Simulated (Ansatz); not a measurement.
Compare A (`NC1=C(O)C1`) with its isomer B (`CC(=N)C=O`).

Program: Ansatz. Geometries: PBE0-D4/def2-TZVP. ΔE: electronic, gas phase. CCSD(T)/CBS adds triple-zeta CCSD(T) − MP2 to the extrapolated MP2 energy (def2 sets, frozen cores). DFT in def2-TZVPP. B3LYP here is the variant with VWN-RPA as its local correlation; programs differ in this. One conformer a species, not always the lowest.

(1) Which isomer does CCSD(T)/CBS put lower? Give the gap. (An estimate is asked.)

(2) Give E(B) − E(A) in kcal/mol with MP2/def2-TZVPP, BLYP-D4, CCSD/def2-TZVPP, CCSD(T)/def2-SVP, r2SCAN-D4, LDA (SPW92), B3LYP. (Estimate.)

(3) Does the order hold for the free energy at 298.15 K (harmonic terms from PBE0-D4)? (An estimate is asked.)

Largest T1 diagnostic: 0.014.

Answers

(1) Computed: B, by 45.9 kcal/mol.

(2) Ansatz gave: MP2/def2-TZVPP -44.1, BLYP-D4 -47.7, CCSD/def2-TZVPP -47.6, CCSD(T)/def2-SVP -51.6, r2SCAN-D4 -43.3, LDA (SPW92) -32.8, B3LYP -45.7. None reverses the order clearly.

(3) Computed: Yes: G(B) − G(A) = -46.5 kcal/mol, for one conformer each.

At CCSD(T), def2-SVP lies −5.7 kcal/mol from the extrapolated value and def2-TZVPP −2.0 kcal/mol. From BLYP to BHLYP (50 % exact exchange), in def2-TZVPP and without D4, E(B) − E(A) moves by +0.9 kcal/mol.
